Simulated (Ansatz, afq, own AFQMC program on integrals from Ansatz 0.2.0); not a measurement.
**GeNH, singlet in cc-pVDZ, levels against AFQMC with the constraint released**

```yaml
atoms:
  - { symbol: Ge, position_ang: [0.0000, 0.0000, 1.4305] }
  - { symbol: N, position_ang: [0.0000, 0.0000, -0.2139] }
  - { symbol: H, position_ang: [0.0000, 0.0000, -1.2166] }
```

Connectivity, by distances: Ge–NH.

Basis cc-pVDZ. Only valence electrons are correlated. Integrals, coupled cluster, full CI and functionals: Ansatz 0.2.0; the random walks run on the same integrals in our own AFQMC program. The CISD trial takes its coefficients from CCSD amplitudes. Released means that phaseless walkers are propagated on without the constraint, phases kept. ± is one standard error of the sampling. No spin–orbit coupling.

Determinant: RHF, the one that the program's search chose, which needn't be the lowest solution. The geometry is a point of a scan.

No full CI on the walks' own integrals is used here. The released AFQMC energy serves as the reference, which it does only where one determinant dominates, the energy is flat over the last release times and near the phaseless one (40 meV or 2 meV an electron, half that with transition metals). On small molecules, where full CI could be run and the noise was under 10 meV, such values lay within 10 meV of it in 19 cases of 20, a flattering rate, since the rule was set on those same cases; what remains of the bias isn't in the error bar.

Cautions: no relativity below Rb; no spin-orbit coupling; inner d shell frozen; higher spins were not checked; restricted determinant unstable towards unrestricted (UHF 5 meV lower, ⟨S²⟩ 0.10); raised T1 diagnostic (T1 0.029, weight of the determinant 0.86, largest double 0.10); the released value is read at 2.40 1/Eh with a noise of 20 meV, more than in the cases checked (meV from the phaseless value at times in 1/Eh: 24 ± 25 at 0.24, -2 ± 17 at 0.51, -12 ± 22 at 0.99, -1 ± 17 at 1.62, -11 ± 20 at 2.40).

```
T1 diagnostic                               : 0.0285
weight of the determinant in the CISD state : 0.863
size of the correlated space                : 10 electrons in 31 orbitals
```

```json
{"level": "MP2", "correlation energy (eV)": "-7.0594"}
{"level": "CCSD", "correlation energy (eV)": "-7.2929"}
{"level": "CCSD(T)", "correlation energy (eV)": "-7.6538"}
```

(1) Estimate where phaseless AFQMC with a CISD trial lies against CCSD(T) on the same integrals.

(1) 0.70 ± 0.38 kcal/mol below CCSD(T). The gap is under twice the noise, so this walk alone can't tell the two apart.

Reference: AFQMC with the constraint released, correlation energy -7.695 ± 0.020 eV.

| level | E − E(reference) (kcal/mol) | share of correlation (%) |
| --- | --- | --- |
| CCSD(T) | 0.95 ± 0.46 | 99.47 |
| ph-AFQMC/HF | -3.61 ± 2.01 | 102.04 |
| ph-AFQMC/CISD | 0.25 ± 0.59 | 99.86 |

A walk keeps the symmetry of its determinant, which the program's search chose and which needn't be the lowest solution, so a lower state of the same spin and another symmetry isn't excluded. Released energies are given only where the last usable release times agree within the noise; a slower fall can still hide under it.
